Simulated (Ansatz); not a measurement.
Two isomers of C3H4O: A = `O=C1CC1`, B = `OC1=CC1`.

Computed with Ansatz on PBE0-D4/def2-TZVP structures; ΔE is electronic, products minus reactants. CCSD(T)/CBS adds triple-zeta CCSD(T) − MP2 to the extrapolated MP2 energy (def2 sets, frozen cores). Functionals use def2-TZVPP. B3LYP here is the variant with VWN-RPA as its local correlation; programs differ in this. One conformer a species, not always the lowest.

Question: Which is lower in electronic energy at CCSD(T)/CBS, and by how much? (Estimate.)

Answer: Computed: A, by 91.0 kJ/mol.

Question: Give E(B) − E(A) in kJ/mol with CCSD(T)/def2-TZVPP, BLYP-D4, CCSD/def2-TZVPP, B3LYP, B2PLYP, B3LYP-D4, PBE0-D4. (Estimate.)

Answer: Ansatz gave: CCSD(T)/def2-TZVPP 95.9, BLYP-D4 99.6, CCSD/def2-TZVPP 96.9, B3LYP 98.6, B2PLYP 98.1, B3LYP-D4 98.5, PBE0-D4 95.5. None reverses the order clearly.

Question: Does the order hold for the free energy at 298.15 K (harmonic terms from PBE0-D4)? (Best estimate.)

Answer: Ansatz gave: Yes: G(B) − G(A) = +90.6 kJ/mol, for one conformer each.

Largest T1 diagnostic: 0.014.

At CCSD(T), def2-SVP lies +13.5 kJ/mol from the extrapolated value and def2-TZVPP +4.8 kJ/mol. Leaving LDA and LC-ωPBE aside and taking each functional with its dispersion term where it has one, the values, not all of them listed here, spread over 6.4 kJ/mol, from PBE-QIDH to B97M-V. LDA lies −9.5 kJ/mol from PBE without D4.
